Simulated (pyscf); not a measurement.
Thermochemistry of product channels of H₂B–PH₂ + PH₃ on the singlet surface, in kcal/mol, from ωB97M-D3(BJ)/def2-TZVP energies (ideal gas, 1 atm, RRHO with modes under 100 cm⁻¹ raised to 100, one conformer, R ln 2 for rigid chiral ones). Optimised with ωB97X-D3(BJ)/def2-SVP in PySCF.

| products | ΔE | ΔH(298 K) | ΔG(600 K) | ΔG(1200 K) |
|---|---|---|---|---|
| H₂P–PH₂ + BH₃ | +8.4 | +8.5 | +9.1 | +9.8 |
| H₂B–PH–PH₂ + H₂ | ___ | +2.6 | +5.6 | +6.8 |
| H₂P–BH–PH₂ + H₂ | ___ | -2.6 | +1.3 | +3.1 |

Task: What belongs in the gaps?

Result: 
- H₂B–PH–PH₂ + H₂, ΔE: +3.8
- H₂P–BH–PH₂ + H₂, ΔE: -1.0

These are energies of the channels, which say nothing of barriers.
